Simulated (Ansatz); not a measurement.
Relative stability

Two isomers of SiHSO (charge +1), closed shell, relaxed at PBE0-D4/def2-TZVP (vibrations not checked).

A:

```
atom    x (Å)    y (Å)    z (Å)
  O1   0.5230  -0.9028   0.6502
 Si2  -0.1509   0.4811   0.0587
  S3  -0.7569  -1.7314  -0.0971
  H4  -1.6071  -1.7782   0.9590
```

B:

```xyz
4
angstrom
O -0.5982 0.4897 -0.7398
Si 0.3309 -0.3189 0.1951
S 1.5068 -1.3800 1.2087
H -1.2395 1.2092 -0.6641
```

Ansatz 0.2.0; basis: def2-TZVPP; cores frozen in the correlated methods. B3LYP uses VWN-RPA correlation.

Task: Which structure is lower at CCSD(T), and by how much? (To be estimated.)

Result: By the calculation: B, by 22.52 kcal/mol (electronic energy, against the other). By their contacts, A is SiHSO ([O]1[Si][SH]1), total charge +1 and B is SiHSO ([OH][Si][S]), total charge +1.

All methods give the same order:

| method | E(B) − E(A) (kcal/mol) |
| --- | --- |
| PBE-D4 | -18.76 |
| r2SCAN-D4 | -24.79 |
| PBE0-D4 | -21.13 |
| B3LYP-D4 | -20.45 |
| wB97M-V | -17.48 |
| HF | -25.35 |
| MP2 | -26.91 |
| CCSD | -22.44 |
| CCSD(T) | -22.52 |

The T1 diagnostic stays at or below 0.020.

Labels in which every atom is bracketed show which atoms are joined, not bond orders.
